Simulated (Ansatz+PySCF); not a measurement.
Two shapes of doublet C2H3.

Shape 1:

```xyz
5

H     0.9067    1.2490   -2.2000
H     0.9067   -1.2050   -2.2000
H    -0.9412   -1.2050   -2.2000
C    -0.0172    0.6842   -2.2000
C    -0.0172   -0.6403   -2.2000
```

Shape 2:

```xyz
5

H     0.9153    1.2497   -2.2000
H     0.8726   -1.1881   -2.2000
H    -0.9326   -1.2142   -2.2000
C    -0.0087    0.6849   -2.2000
C    -0.0087   -0.6494   -2.2000
```

Basis set: cc-pVTZ (spherical functions). Correlated methods keep 2 orbitals frozen. Correlation on ROHF uses semicanonical orbitals with singles. Charge 0, multiplicity 2.

Computed with Ansatz (development build ahead of 0.2.0); each method stands on the lowest determinant of its kind that the runs found.

(1) Which shape is lower in energy, and by how much in each method?

Answers

(1)

```json
{"method": "ROHF", "E(2) − E(1) (eV)": "0.052"}
{"method": "UHF", "E(2) − E(1) (eV)": "0.039"}
{"method": "ROHF-MP2", "E(2) − E(1) (eV)": "0.057"}
{"method": "UHF-MP2", "E(2) − E(1) (eV)": "0.077"}
```

Shape 1 is lower. Caution for UHF, UHF-MP2: the unrestricted determinant is spin contaminated. Caution for ROHF-MP2, UHF-MP2: forces differ strongly between restricted and unrestricted references.
